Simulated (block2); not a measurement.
# HNO (nitroxyl) at DMRG/ANO-RCC-MB

Aim: the vertical electron affinity of HNO (nitroxyl) at DMRG/ANO-RCC-MB, from 2 runs. 

The calculation is run with block2 0.5.4.

2 further runs of the same task are left out: 1 that didn't finish, 1 set aside as unsound or not needed.

## Step 1: The molecule

The species is HNO (3 atoms), meant as a singlet with charge 0. As SMILES, `N=O`. The shape is that of a GFN2-xTB optimisation.

Bond lengths: N1–O2 1.201 Å, N1–H3 1.062 Å. Angles: O2–N1–H3 112.4°.

## Step 2: The energy at DMRG/ANO-RCC-MB

block2_dmrg.py reads:

```python
import numpy as np
from pyscf import cc, dft, gto, mcscf, mp, scf
from pyblock2._pyscf.ao2mo import integrals as itg
from pyblock2.driver.core import DMRGDriver, SymmetryTypes

geom = """
N
O 1 1.20129
H 1 1.06208 2 112.39593
"""
mol = gto.M(
    atom=geom,
    basis="ano-rcc-mb",
    charge=0,
    verbose=3,
    max_memory=2000,
)
print("nao                            = %d" % (mol.nao))
mf = scf.RHF(mol)
mf.conv_tol = 1e-10
mf.max_cycle = 200
mf.kernel()
if not mf.converged:
    mf = mf.newton().run(mf.mo_coeff, mf.mo_occ)
print("reference energy               = %.10f" % (mf.e_tot))
ref = mf
pt = mp.MP2(ref, frozen=2).run()
mycc = cc.CCSD(ref, frozen=2)
mycc.max_cycle = 150
mycc.kernel()
print(f"E(MP2)                         = {pt.e_tot:.10f}")
if mycc.converged:
    print(f"E(CCSD)                        = {mycc.e_tot:.10f}")
    print("CCSD(T) total energy           = %.10f" % (mycc.e_tot + mycc.ccsd_t()))
    print("T1                             = %.4f" % (mycc.get_t1_diagnostic()))
ks = dft.RKS(mol, xc="m062x").set(conv_tol=1e-9, verbose=3).run()
if ks.converged:
    print("E(M06-2X)                      = %.8f" % (ks.e_tot))
ks = dft.RKS(mol, xc="hse06").set(conv_tol=1e-9, verbose=3).run()
if ks.converged:
    print(f"E(HSE06)                       = {ks.e_tot:.8f}")
ks = dft.RKS(mol, xc="tpss").set(conv_tol=1e-9, verbose=3).run()
if ks.converged:
    print(f"E(TPSS)                        = {ks.e_tot:.8f}")
ks = dft.RKS(mol, xc="lda,vwn5").set(conv_tol=1e-9, verbose=3).run()
if ks.converged:
    print("E(SVWN5)                       = %.8f" % (ks.e_tot))
ks = dft.RKS(mol, xc="bhandhlyp").set(conv_tol=1e-9, verbose=3).run()
if ks.converged:
    print("E(BHLYP)                       = %.8f" % (ks.e_tot))
occ_no, mo = mcscf.addons.make_natural_orbitals(cc.CCSD(mf, frozen=2).run())
mf.mo_coeff = mo
ncas, n_elec, spin, ecore, h1e, g2e, orb_sym = itg.get_rhf_integrals(mf, ncore=2, ncas=9, pg_symm=False, g2e_symm=1)
drv = DMRGDriver(scratch="./tmp", symm_type=SymmetryTypes.SU2, stack_mem=1500 << 20, n_threads=1)
idx = drv.orbital_reordering(h1e, g2e, method="fiedler")
print("orbital order:", idx.tolist())
h1e = h1e[np.ix_(idx, idx)]
g2e = g2e[np.ix_(idx, idx, idx, idx)]
orb_sym = np.array(orb_sym)[idx]
drv.initialize_system(n_sites=ncas, n_elec=n_elec, spin=spin, orb_sym=orb_sym)
mpo = drv.get_qc_mpo(h1e=h1e, g2e=g2e, ecore=ecore, iprint=0)
occs = np.array([1.8] * 6 + [0.2] * 3)[idx]
mps = drv.get_random_mps(tag="GS", bond_dim=75, nroots=1, occs=occs)
bond_dims = [75] * 4 + [100] * 4
noises = [0.0001] * 4 + [1e-05] * 4 + [0]
thrds = [1e-07] * 8
e = drv.dmrg(mpo, mps, n_sweeps=14, tol=1e-07, bond_dims=bond_dims, noises=noises, thrds=thrds, iprint=2)
ms, dws, es = drv.get_dmrg_results()
print("discarded weight               = %.3e" % (dws[-1]))
print(f"total energy                   = {e:.10f}")
dm1 = drv.get_1pdm(mps)
print("NOONs                          =", np.round(np.linalg.eigvalsh(dm1)[::-1], 5).tolist())
c_act = mf.mo_coeff[:, 2:11][:, idx]
dm_ao = c_act @ dm1 @ c_act.T + 2 * mf.mo_coeff[:, :2] @ mf.mo_coeff[:, :2].T
print("dipole / D                     =", np.round(scf.hf.dip_moment(mol, dm_ao, verbose=0), 4).tolist())
print(f"largest bipartite entropy      = {max(drv.get_bipartite_entanglement(mps)):.4f}")
csf, coef = drv.get_csf_coefficients(mps, cutoff=0.08, iprint=1)
print(f"leading coefficient squared    = {np.max(np.abs(coef)) ** 2:.4f}")
ci = mcscf.CASCI(mf, 9, (6, 6))
ci.fix_spin_(ss=0)
ci.fcisolver.conv_tol = 1e-10
ci.fcisolver.max_cycle = 200
ci.kernel()
print(f"FCI energy                     = {ci.e_tot:.10f}")
```

Launch:

```bash
python block2_dmrg.py
```

Standard output:

```text
nao                            = 11
converged SCF energy = -129.6386703148
reference energy               = -129.6386703148
E(RMP2) = -129.747898806501  E_corr = -0.109228491701204
E(SCS-RMP2) = -129.751832177059  E_corr = -0.113161862258631
E(CCSD) = -129.7686461701637  E_corr = -0.1299758553636327
E(MP2)                         = -129.7478988065
E(CCSD)                        = -129.7686461702
CCSD(T) correction = -0.00181070059815476
CCSD(T) total energy           = -129.7704568708
T1                             = 0.0122
converged SCF energy = -130.288620295096
E(M06-2X)                      = -130.28862030
converged SCF energy = -130.208132381778
E(HSE06)                       = -130.20813238
converged SCF energy = -130.36218125839
E(TPSS)                        = -130.36218126
converged SCF energy = -129.354344532668
E(SVWN5)                       = -129.35434453
converged SCF energy = -130.260488466858
E(BHLYP)                       = -130.26048847
E(CCSD) = -129.7686461701637  E_corr = -0.1299758553636327
orbital order: [7, 4, 8, 2, 3, 0, 1, 6, 5]
Environment initialization | Nsites =     9 | Center =     0
 INIT-R <-- Site =    6 ..  Bmem =   200 B Rmem =   112 B T = 0.00
 INIT-R <-- Site =    5 ..  Bmem = 2.70 KB Rmem = 1.62 KB T = 0.01
 INIT-R <-- Site =    4 ..  Bmem = 22.9 KB Rmem = 11.6 KB T = 0.01
 INIT-R <-- Site =    3 ..  Bmem =  161 KB Rmem = 42.4 KB T = 0.00
 INIT-R <-- Site =    2 ..  Bmem =  400 KB Rmem = 71.7 KB T = 0.02
 INIT-R <-- Site =    1 ..  Bmem =  478 KB Rmem = 64.8 KB T = 0.02
 INIT-R <-- Site =    0 ..  Bmem =  439 KB Rmem = 76.4 KB T = 0.01
Time init sweep =        0.071 | MaxBmem =  478 KB | MaxRmem = 64.8 KB
 | Tread = 0.000 | Twrite = 0.018 | Tfpread = 0.000 | Tfpwrite = 0.006 | data = 269 KB | cpsd = 214 KB | Tasync = 0.000

Sweep =    0 | Direction =  forward | Bond dimension =   75 | Noise =  1.00e-04 | Dav threshold =  1.00e-07
 --> Site =    0-   1 .. Mmps =    3 Ndav =  20 E =   -129.6827477823 Error = 0.00e+00 FLOPS = 2.11e+08 Tdav = 0.00 T = 0.02
 --> Site =    1-   2 .. Mmps =    9 Ndav =   7 E =   -129.6939193044 Error = 0.00e+00 FLOPS = 4.59e+08 Tdav = 0.00 T = 0.04
 --> Site =    2-   3 .. Mmps =   30 Ndav =  14 E =   -129.7064941430 Error = 0.00e+00 FLOPS = 4.97e+08 Tdav = 0.01 T = 0.04
 --> Site =    3-   4 .. Mmps =   75 Ndav =  14 E =   -129.7238410578 Error = 4.02e-12 FLOPS = 9.99e+08 Tdav = 0.02 T = 0.12
 --> Site =    4-   5 .. Mmps =   75 Ndav =  11 E =   -129.7252004895 Error = 2.70e-12 FLOPS = 3.43e+08 Tdav = 0.09 T = 0.61
 --> Site =    5-   6 .. Mmps =   75 Ndav =   5 E =   -129.7258190304 Error = 1.15e-15 FLOPS = 9.61e+08 Tdav = 0.01 T = 0.09
 --> Site =    6-   7 .. Mmps =   50 Ndav =   6 E =   -129.7304301578 Error = 3.29e-20 FLOPS = 1.91e+08 Tdav = 0.01 T = 0.10
 --> Site =    7-   8 .. Mmps =   16 Ndav =   7 E =   -129.7644719988 Error = 5.79e-21 FLOPS = 3.72e+08 Tdav = 0.00 T = 0.03
Time elapsed =      1.048 | E =    -129.7644719988 | DW = 4.02239e-12
Time sweep =        1.048 | 64.2 MFLOP/SWP
 | Dmem = 613 KB (2%) | Imem = 29.0 KB (96%) | Hmem = 6.58 MB | Wmem = 7.23 KB | Pmem = 67.9 KB
 | Tread = 0.016 | Twrite = 0.041 | Tfpread = 0.015 | Tfpwrite = 0.039 | Tmporead = 0.000
 | data = 1.75 MB | cpsd = 1.14 MB | Tasync = 0.000
 | Trot = 0.047 | Tctr = 0.001 | Tint = 0.000 | Tmid = 0.000 | Tdctr = 0.016 | Tdiag = 0.009 | Tinfo = 0.006
 | Teff = 0.609 | Tprt = 0.014 | Teig = 0.148 | Tblk = 0.951 | Tmve = 0.096 | Tdm = 0.001 | Tsplt = 0.018 | Tsvd = 0.000 | Torth = 0.000

Sweep =    1 | Direction = backward | Bond dimension =   75 | Noise =  1.00e-04 | Dav threshold =  1.00e-07
 <-- Site =    7-   8 .. Mmps =    3 Ndav =   1 E =   -129.7644719988 Error = 0.00e+00 FLOPS = 1.70e+08 Tdav = 0.00 T = 0.07
 <-- Site =    6-   7 .. Mmps =   10 Ndav =   5 E =   -129.7647984228 Error = 0.00e+00 FLOPS = 8.05e+08 Tdav = 0.00 T = 0.09
 <-- Site =    5-   6 .. Mmps =   34 Ndav =   6 E =   -129.7659140757 Error = 0.00e+00 FLOPS = 3.33e+08 Tdav = 0.04 T = 0.24
 <-- Site =    4-   5 .. Mmps =   75 Ndav =   8 E =   -129.7671541764 Error = 4.11e-10 FLOPS = 5.87e+08 Tdav = 0.10 T = 0.34
 <-- Site =    3-   4 .. Mmps =   75 Ndav =   9 E =   -129.7695991277 Error = 2.44e-08 FLOPS = 2.10e+09 Tdav = 0.03 T = 0.28
 <-- Site =    2-   3 .. Mmps =   75 Ndav =   9 E =   -129.7699358971 Error = 2.75e-08 FLOPS = 4.50e+08 Tdav = 0.04 T = 0.18
 <-- Site =    1-   2 .. Mmps =   73 Ndav =   5 E =   -129.7712429384 Error = 4.01e-20 FLOPS = 2.72e+08 Tdav = 0.01 T = 0.07
 <-- Site =    0-   1 .. Mmps =   18 Ndav =   1 E =   -129.7712429384 Error = 9.68e-21 FLOPS = 1.88e+08 Tdav = 0.00 T = 0.04
Time elapsed =      2.353 | E =    -129.7712429384 | DE = -6.77e-03 | DW = 2.75199e-08
Time sweep =        1.305 | 151 MFLOP/SWP
 | Dmem = 628 KB (4%) | Imem = 50.9 KB (97%) | Hmem = 7.58 MB | Wmem = 14.8 KB | Pmem = 160 KB
 | Tread = 0.010 | Twrite = 0.018 | Tfpread = 0.009 | Tfpwrite = 0.008 | Tmporead = 0.000
 | data = 1.73 MB | cpsd = 1.40 MB | Tasync = 0.000
 | Trot = 0.025 | Tctr = 0.000 | Tint = 0.000 | Tmid = 0.000 | Tdctr = 0.001 | Tdiag = 0.007 | Tinfo = 0.010
 | Teff = 0.632 | Tprt = 0.023 | Teig = 0.226 | Tblk = 1.246 | Tmve = 0.055 | Tdm = 0.026 | Tsplt = 0.008 | Tsvd = 0.000 | Torth = 0.000

Sweep =    2 | Direction =  forward | Bond dimension =   75 | Noise =  1.00e-04 | Dav threshold =  1.00e-07
 --> Site =    0-   1 .. Mmps =    3 Ndav =   1 E =   -129.7712429384 Error = 0.00e+00 FLOPS = 2.84e+08 Tdav = 0.00 T = 0.03
 --> Site =    1-   2 .. Mmps =   10 Ndav =   1 E =   -129.7712429384 Error = 0.00e+00 FLOPS = 6.75e+08 Tdav = 0.00 T = 0.07
 --> Site =    2-   3 .. Mmps =   35 Ndav =   5 E =   -129.7714159454 Error = 0.00e+00 FLOPS = 3.04e+08 Tdav = 0.04 T = 0.19
 --> Site =    3-   4 .. Mmps =   75 Ndav =   5 E =   -129.7714521769 Error = 2.17e-08 FLOPS = 7.28e+08 Tdav = 0.06 T = 0.42
 --> Site =    4-   5 .. Mmps =   75 Ndav =   3 E =   -129.7714532125 Error = 1.86e-08 FLOPS = 2.20e+09 Tdav = 0.01 T = 0.18
 --> Site =    5-   6 .. Mmps =   75 Ndav =   2 E =   -129.7714532360 Error = 5.60e-10 FLOPS = 4.24e+08 Tdav = 0.01 T = 0.23
 --> Site =    6-   7 .. Mmps =   70 Ndav =   1 E =   -129.7714532360 Error = 4.52e-21 FLOPS = 3.91e+08 Tdav = 0.00 T = 0.17
 --> Site =    7-   8 .. Mmps =   16 Ndav =   1 E =   -129.7714532360 Error = 1.54e-21 FLOPS = 2.10e+08 Tdav = 0.00 T = 0.15
Time elapsed =      3.787 | E =    -129.7714532360 | DE = -2.10e-04 | DW = 2.17403e-08
Time sweep =        1.434 | 80.5 MFLOP/SWP
 | Dmem = 572 KB (6%) | Imem = 59.8 KB (97%) | Hmem = 7.27 MB | Wmem = 17.6 KB | Pmem = 178 KB
 | Tread = 0.024 | Twrite = 0.047 | Tfpread = 0.023 | Tfpwrite = 0.023 | Tmporead = 0.000
 | data = 1.59 MB | cpsd = 1.05 MB | Tasync = 0.000
 | Trot = 0.052 | Tctr = 0.001 | Tint = 0.000 | Tmid = 0.000 | Tdctr = 0.015 | Tdiag = 0.004 | Tinfo = 0.008
 | Teff = 0.836 | Tprt = 0.018 | Teig = 0.121 | Tblk = 1.323 | Tmve = 0.110 | Tdm = 0.015 | Tsplt = 0.021 | Tsvd = 0.000 | Torth = 0.000

Sweep =    3 | Direction = backward | Bond dimension =   75 | Noise =  1.00e-04 | Dav threshold =  1.00e-07
 <-- Site =    7-   8 .. Mmps =    3 Ndav =   1 E =   -129.7714532360 Error = 0.00e+00 FLOPS = 2.20e+08 Tdav = 0.00 T = 0.01
 <-- Site =    6-   7 .. Mmps =   10 Ndav =   1 E =   -129.7714532360 Error = 0.00e+00 FLOPS = 4.71e+08 Tdav = 0.00 T = 0.22
 <-- Site =    5-   6 .. Mmps =   35 Ndav =   1 E =   -129.7714532360 Error = 0.00e+00 FLOPS = 5.04e+08 Tdav = 0.00 T = 0.15
 <-- Site =    4-   5 .. Mmps =   75 Ndav =   1 E =   -129.7714532360 Error = 1.81e-09 FLOPS = 1.64e+09 Tdav = 0.00 T = 0.22
 <-- Site =    3-   4 .. Mmps =   75 Ndav =   1 E =   -129.7714532358 Error = 5.38e-08 FLOPS = 6.86e+08 Tdav = 0.01 T = 0.56
 <-- Site =    2-   3 .. Mmps =   75 Ndav =   1 E =   -129.7714532014 Error = 4.56e-08 FLOPS = 2.18e+08 Tdav = 0.01 T = 0.12
 <-- Site =    1-   2 .. Mmps =   73 Ndav =   1 E =   -129.7714532006 Error = 2.90e-20 FLOPS = 1.63e+07 Tdav = 0.03 T = 0.27
 <-- Site =    0-   1 .. Mmps =   18 Ndav =   1 E =   -129.7714532006 Error = 6.96e-21 FLOPS = 2.66e+08 Tdav = 0.00 T = 0.06
Time elapsed =      5.400 | E =    -129.7714532360 | DE = 0.00e+00 | DW = 5.38148e-08
Time sweep =        1.613 | 20.5 MFLOP/SWP
 | Dmem = 550 KB (6%) | Imem = 61.7 KB (97%) | Hmem = 7.00 MB | Wmem = 17.0 KB | Pmem = 172 KB
 | Tread = 0.014 | Twrite = 0.048 | Tfpread = 0.007 | Tfpwrite = 0.011 | Tmporead = 0.000
 | data = 1.69 MB | cpsd = 1.36 MB | Tasync = 0.000
 | Trot = 0.023 | Tctr = 0.000 | Tint = 0.000 | Tmid = 0.000 | Tdctr = 0.001 | Tdiag = 0.005 | Tinfo = 0.005
 | Teff = 1.031 | Tprt = 0.022 | Teig = 0.063 | Tblk = 1.527 | Tmve = 0.085 | Tdm = 0.001 | Tsplt = 0.047 | Tsvd = 0.000 | Torth = 0.000

Sweep =    4 | Direction =  forward | Bond dimension =  100 | Noise =  1.00e-05 | Dav threshold =  1.00e-07
 --> Site =    0-   1 .. Mmps =    3 Ndav =   1 E =   -129.7714532006 Error = 0.00e+00 FLOPS = 2.71e+08 Tdav = 0.00 T = 0.03
 --> Site =    1-   2 .. Mmps =   10 Ndav =   1 E =   -129.7714532006 Error = 0.00e+00 FLOPS = 4.81e+08 Tdav = 0.00 T = 0.14
 --> Site =    2-   3 .. Mmps =   35 Ndav =   1 E =   -129.7714532006 Error = 0.00e+00 FLOPS = 4.78e+08 Tdav = 0.00 T = 0.14
 --> Site =    3-   4 .. Mmps =  100 Ndav =   2 E =   -129.7714532488 Error = 8.87e-12 FLOPS = 1.99e+09 Tdav = 0.01 T = 0.31
 --> Site =    4-   5 .. Mmps =  100 Ndav =   1 E =   -129.7714532488 Error = 2.07e-10 FLOPS = 1.23e+09 Tdav = 0.01 T = 0.66
 --> Site =    5-   6 .. Mmps =  100 Ndav =   1 E =   -129.7714532488 Error = 7.33e-12 FLOPS = 1.25e+09 Tdav = 0.00 T = 0.07
 --> Site =    6-   7 .. Mmps =   70 Ndav =   1 E =   -129.7714532488 Error = 1.18e-20 FLOPS = 5.01e+08 Tdav = 0.00 T = 0.09
 --> Site =    7-   8 .. Mmps =   16 Ndav =   1 E =   -129.7714532488 Error = 1.13e-20 FLOPS = 2.64e+08 Tdav = 0.00 T = 0.05
Time elapsed =      6.890 | E =    -129.7714532488 | DE = -1.27e-08 | DW = 2.07039e-10
Time sweep =        1.490 | 32.4 MFLOP/SWP
 | Dmem = 928 KB (4%) | Imem = 61.7 KB (97%) | Hmem = 11.2 MB | Wmem = 19.2 KB | Pmem = 205 KB
 | Tread = 0.018 | Twrite = 0.088 | Tfpread = 0.017 | Tfpwrite = 0.082 | Tmporead = 0.000
 | data = 2.62 MB | cpsd = 1.68 MB | Tasync = 0.000
 | Trot = 0.032 | Tctr = 0.001 | Tint = 0.000 | Tmid = 0.000 | Tdctr = 0.011 | Tdiag = 0.009 | Tinfo = 0.006
 | Teff = 1.091 | Tprt = 0.018 | Teig = 0.027 | Tblk = 1.360 | Tmve = 0.129 | Tdm = 0.001 | Tsplt = 0.013 | Tsvd = 0.000 | Torth = 0.000

Sweep =    5 | Direction = backward | Bond dimension =  100 | Noise =  1.00e-05 | Dav threshold =  1.00e-07
 <-- Site =    7-   8 .. Mmps =    3 Ndav =   1 E =   -129.7714532488 Error = 0.00e+00 FLOPS = 2.41e+08 Tdav = 0.00 T = 0.01
 <-- Site =    6-   7 .. Mmps =   10 Ndav =   1 E =   -129.7714532488 Error = 0.00e+00 FLOPS = 6.34e+08 Tdav = 0.00 T = 0.08
 <-- Site =    5-   6 .. Mmps =   35 Ndav =   1 E =   -129.7714532488 Error = 0.00e+00 FLOPS = 1.16e+09 Tdav = 0.00 T = 0.16
 <-- Site =    4-   5 .. Mmps =  100 Ndav =   1 E =   -129.7714532488 Error = 3.08e-13 FLOPS = 2.07e+09 Tdav = 0.01 T = 0.23
 <-- Site =    3-   4 .. Mmps =  100 Ndav =   1 E =   -129.7714532488 Error = 6.90e-10 FLOPS = 2.24e+08 Tdav = 0.05 T = 0.59
 <-- Site =    2-   3 .. Mmps =  100 Ndav =   1 E =   -129.7714532488 Error = 8.05e-10 FLOPS = 1.03e+09 Tdav = 0.00 T = 0.13
 <-- Site =    1-   2 .. Mmps =   75 Ndav =   1 E =   -129.7714532488 Error = 2.66e-20 FLOPS = 5.94e+08 Tdav = 0.00 T = 0.11
 <-- Site =    0-   1 .. Mmps =   17 Ndav =   1 E =   -129.7714532488 Error = 4.34e-21 FLOPS = 2.67e+08 Tdav = 0.00 T = 0.04
Time elapsed =      8.248 | E =    -129.7714532488 | DE = -5.26e-13 | DW = 8.04996e-10
Time sweep =        1.358 | 28.9 MFLOP/SWP
 | Dmem = 978 KB (3%) | Imem = 61.7 KB (97%) | Hmem = 11.6 MB | Wmem = 19.4 KB | Pmem = 208 KB
 | Tread = 0.018 | Twrite = 0.024 | Tfpread = 0.015 | Tfpwrite = 0.019 | Tmporead = 0.000
 | data = 2.78 MB | cpsd = 2.22 MB | Tasync = 0.000
 | Trot = 0.025 | Tctr = 0.000 | Tint = 0.000 | Tmid = 0.000 | Tdctr = 0.001 | Tdiag = 0.007 | Tinfo = 0.007
 | Teff = 0.850 | Tprt = 0.033 | Teig = 0.063 | Tblk = 1.296 | Tmve = 0.061 | Tdm = 0.002 | Tsplt = 0.008 | Tsvd = 0.000 | Torth = 0.000

Sweep =    6 | Direction =  forward | Bond dimension =  100 | Noise =  1.00e-05 | Dav threshold =  1.00e-07
 --> Site =    0-   1 .. Mmps =    3 Ndav =   1 E =   -129.7714532488 Error = 0.00e+00 FLOPS = 2.75e+08 Tdav = 0.00 T = 0.01
 --> Site =    1-   2 .. Mmps =   10 Ndav =   1 E =   -129.7714532488 Error = 0.00e+00 FLOPS = 1.11e+08 Tdav = 0.01 T = 0.10
 --> Site =    2-   3 .. Mmps =   35 Ndav =   1 E =   -129.7714532488 Error = 0.00e+00 FLOPS = 1.19e+09 Tdav = 0.00 T = 0.13
 --> Site =    3-   4 .. Mmps =  100 Ndav =   1 E =   -129.7714532488 Error = 8.74e-12 FLOPS = 2.06e+09 Tdav = 0.01 T = 0.45
 --> Site =    4-   5 .. Mmps =  100 Ndav =   1 E =   -129.7714532488 Error = 1.97e-10 FLOPS = 2.28e+09 Tdav = 0.00 T = 0.47
 --> Site =    5-   6 .. Mmps =  100 Ndav =   1 E =   -129.7714532488 Error = 6.35e-12 FLOPS = 1.33e+09 Tdav = 0.00 T = 0.12
 --> Site =    6-   7 .. Mmps =   69 Ndav =   1 E =   -129.7714532488 Error = 7.83e-21 FLOPS = 6.06e+08 Tdav = 0.00 T = 0.07
 --> Site =    7-   8 .. Mmps =   16 Ndav =   1 E =   -129.7714532488 Error = 6.81e-22 FLOPS = 2.57e+08 Tdav = 0.00 T = 0.04
Time elapsed =      9.644 | E =    -129.7714532488 | DE = 2.90e-12 | DW = 1.97481e-10
Time sweep =        1.396 | 28.9 MFLOP/SWP
 | Dmem = 978 KB (3%) | Imem = 61.7 KB (97%) | Hmem = 11.6 MB | Wmem = 19.4 KB | Pmem = 208 KB
 | Tread = 0.024 | Twrite = 0.031 | Tfpread = 0.023 | Tfpwrite = 0.019 | Tmporead = 0.000
 | data = 2.61 MB | cpsd = 1.68 MB | Tasync = 0.000
 | Trot = 0.054 | Tctr = 0.004 | Tint = 0.000 | Tmid = 0.000 | Tdctr = 0.006 | Tdiag = 0.004 | Tinfo = 0.007
 | Teff = 1.060 | Tprt = 0.011 | Teig = 0.025 | Tblk = 1.296 | Tmve = 0.099 | Tdm = 0.001 | Tsplt = 0.011 | Tsvd = 0.000 | Torth = 0.000

Sweep =    7 | Direction = backward | Bond dimension =  100 | Noise =  1.00e-05 | Dav threshold =  1.00e-07
 <-- Site =    7-   8 .. Mmps =    3 Ndav =   1 E =   -129.7714532488 Error = 0.00e+00 FLOPS = 2.53e+08 Tdav = 0.00 T = 0.04
 <-- Site =    6-   7 .. Mmps =   10 Ndav =   1 E =   -129.7714532488 Error = 0.00e+00 FLOPS = 1.84e+08 Tdav = 0.00 T = 0.12
 <-- Site =    5-   6 .. Mmps =   35 Ndav =   1 E =   -129.7714532488 Error = 0.00e+00 FLOPS = 1.26e+09 Tdav = 0.00 T = 0.12
 <-- Site =    4-   5 .. Mmps =  100 Ndav =   1 E =   -129.7714532488 Error = 3.08e-13 FLOPS = 2.31e+09 Tdav = 0.00 T = 0.38
 <-- Site =    3-   4 .. Mmps =  100 Ndav =   1 E =   -129.7714532488 Error = 6.90e-10 FLOPS = 1.61e+09 Tdav = 0.01 T = 0.22
 <-- Site =    2-   3 .. Mmps =  100 Ndav =   1 E =   -129.7714532488 Error = 8.05e-10 FLOPS = 1.11e+09 Tdav = 0.00 T = 0.12
 <-- Site =    1-   2 .. Mmps =   78 Ndav =   1 E =   -129.7714532488 Error = 2.61e-20 FLOPS = 8.34e+08 Tdav = 0.00 T = 0.08
 <-- Site =    0-   1 .. Mmps =   16 Ndav =   1 E =   -129.7714532488 Error = 1.38e-21 FLOPS = 3.11e+08 Tdav = 0.00 T = 0.08
Time elapsed =     10.801 | E =    -129.7714532488 | DE = -1.92e-13 | DW = 8.04987e-10
Time sweep =        1.157 | 28.9 MFLOP/SWP
 | Dmem = 978 KB (3%) | Imem = 61.7 KB (97%) | Hmem = 11.6 MB | Wmem = 19.4 KB | Pmem = 208 KB
 | Tread = 0.012 | Twrite = 0.022 | Tfpread = 0.011 | Tfpwrite = 0.017 | Tmporead = 0.000
 | data = 2.80 MB | cpsd = 2.24 MB | Tasync = 0.000
 | Trot = 0.050 | Tctr = 0.000 | Tint = 0.000 | Tmid = 0.000 | Tdctr = 0.001 | Tdiag = 0.004 | Tinfo = 0.005
 | Teff = 0.722 | Tprt = 0.020 | Teig = 0.023 | Tblk = 1.076 | Tmve = 0.079 | Tdm = 0.001 | Tsplt = 0.008 | Tsvd = 0.000 | Torth = 0.000

Sweep =    8 | Direction =  forward | Bond dimension =  100 | Noise =  0.00e+00 | Dav threshold =  1.00e-08
 --> Site =    0-   1 .. Mmps =    3 Ndav =   1 E =   -129.7714532488 Error = 0.00e+00 FLOPS = 3.04e+08 Tdav = 0.00 T = 0.02
 --> Site =    1-   2 .. Mmps =   10 Ndav =   1 E =   -129.7714532488 Error = 0.00e+00 FLOPS = 8.36e+08 Tdav = 0.00 T = 0.08
 --> Site =    2-   3 .. Mmps =   35 Ndav =   1 E =   -129.7714532488 Error = 0.00e+00 FLOPS = 8.72e+08 Tdav = 0.00 T = 0.12
 --> Site =    3-   4 .. Mmps =   84 Ndav =   2 E =   -129.7714532532 Error = 3.42e-21 FLOPS = 1.81e+09 Tdav = 0.01 T = 0.22
 --> Site =    4-   5 .. Mmps =   88 Ndav =   1 E =   -129.7714532532 Error = 2.51e-20 FLOPS = 2.17e+09 Tdav = 0.00 T = 0.39
 --> Site =    5-   6 .. Mmps =   47 Ndav =   1 E =   -129.7714532532 Error = 5.16e-20 FLOPS = 1.19e+09 Tdav = 0.00 T = 0.10
 --> Site =    6-   7 .. Mmps =   16 Ndav =   1 E =   -129.7714532532 Error = 3.26e-21 FLOPS = 3.28e+08 Tdav = 0.00 T = 0.08
 --> Site =    7-   8 .. Mmps =    6 Ndav =   1 E =   -129.7714532532 Error = 3.81e-21 FLOPS = 2.68e+07 Tdav = 0.00 T = 0.02
Time elapsed =     11.829 | E =    -129.7714532532 | DE = -4.46e-09 | DW = 5.15763e-20
Time sweep =        1.029 | 37.9 MFLOP/SWP
 | Dmem = 978 KB (3%) | Imem = 61.7 KB (97%) | Hmem = 11.6 MB | Wmem = 19.4 KB | Pmem = 0 B
 | Tread = 0.031 | Twrite = 0.057 | Tfpread = 0.031 | Tfpwrite = 0.047 | Tmporead = 0.000
 | data = 1.54 MB | cpsd = 1.00 MB | Tasync = 0.000
 | Trot = 0.035 | Tctr = 0.001 | Tint = 0.005 | Tmid = 0.000 | Tdctr = 0.004 | Tdiag = 0.005 | Tinfo = 0.008
 | Teff = 0.682 | Tprt = 0.000 | Teig = 0.026 | Tblk = 0.912 | Tmve = 0.116 | Tdm = 0.000 | Tsplt = 0.006 | Tsvd = 0.000 | Torth = 0.000

discarded weight               = 5.158e-20
total energy                   = -129.7714532532
NOONs                          = [1.99771, 1.9967, 1.98409, 1.97164, 1.96774, 1.89814, 0.11988, 0.03395, 0.03016]
dipole / D                     = [-1.0454, 0.0, 1.5768]
largest bipartite entropy      = 0.2654
mps center changed (temporarily)
DTRIE T =      0.006
Number of CSF =          4 (cutoff =      0.08)
Sum of weights of included CSF =    0.970494366169156

CSF          0 020222202  =    0.954271494190553
CSF          1 020222220  =   -0.198523293621951
CSF          2 02+2-22+-  =   -0.103008243417557
CSF          3 200222202  =   -0.099187122258930
leading coefficient squared    = 0.9106
CASCI E = -129.771453255825  E(CI) = -43.3318250753943  S^2 = 0.0000000
FCI energy                     = -129.7714532558
```

Run time: 41 s. Hardware: 1 thread of Intel Xeon at 2.50GHz (Skylake/Cascade Lake), shared host; peak memory 0.28 GiB.

[end of part 1 of 2]
